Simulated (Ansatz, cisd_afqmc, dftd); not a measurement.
System: AlF₂, charge 0, doublet. AlF2 (SMILES [Al]([F])[F], doublet).
B3LYP-D3(BJ)/def2-TZVP minimum from Ansatz (a program for electronic structure):
```xyz
3

Al    -0.0022     0.4808     0.0049
F      1.4323    -0.3405    -0.0081
F     -1.4291    -0.3540     0.0011
```
Charge 0, spin multiplicity 2.

Wanted: atomisation energy (electronic, to ground-state atoms), in kcal/mol. UHF or UKS for unpaired electrons; spin-orbit terms are left out. Cores are frozen in correlated methods. Rows without X2C or -DK are non-relativistic. The Monte Carlo rows (phaseless AFQMC, CISD trial, step 0.005/hartree) carry one-sigma bars that omit the constraint's bias. Outlying blocks are dropped, and bars are widened where a walk drifts. Over all cases where full CI ran beside it in this data, AFQMC minus full CI had a median of +0.1 mEh and passed +0.4 mEh in a tenth of the cases. CBS(X,Y): correlation extrapolated as X^-3, Hartree-Fock from the larger set (Q,5: extrapolated as (X+1)exp(-9√X)). A bracket is a step between two methods taken in the basis named. Functionals run without relativity, which enters their misses. '+ core + X2C': CCSD(T) terms for core correlation (cc-pwCVTZ, 1s frozen past Ne) and scalar relativity (cc-pVTZ-DK). Where a partner has so few electrons that a lower coupled-cluster level is exact, that level stands in.

```tsv
level	program	atomisation energy (kcal/mol)
CAM-B3LYP-D4/def2-TZVPD	Ansatz + dftd4	269.1
wB97M-V/def2-TZVPD	Ansatz	[?]
MP2/cc-pV(T+d)Z	Ansatz	279.9
MP2/cc-pV(5+d)Z	Ansatz	289.9
AFQMC/CISD/cc-pV(D+d)Z	cisd_afqmc	237.6 ± 0.3
AFQMC/CISD/cc-pV(T+d)Z	cisd_afqmc	259.9 ± 0.3
CCSD(T)/CBS(cc-pV(Q+d)Z,cc-pV(5+d)Z) + [AFQMC/CISD - CCSD(T)]/cc-pV(D+d)Z + core + X2C	Ansatz + cisd_afqmc	271.6 ± 0.3
CCSD(T)/CBS(cc-pV(Q+d)Z,cc-pV(5+d)Z) + [AFQMC/CISD - CCSD(T)]/cc-pV(T+d)Z + core + X2C	Ansatz + cisd_afqmc	270.9 ± 0.3
CCSD(T)/CBS(cc-pV(Q+d)Z,cc-pV(5+d)Z) + [CCSDT(Q) - CCSD(T)]/cc-pV(D+d)Z + core + X2C	Ansatz	271.5
```

Question: Fill in the missing entries.

Answer: 
- wB97M-V/def2-TZVPD, atomisation energy (kcal/mol): 265.2
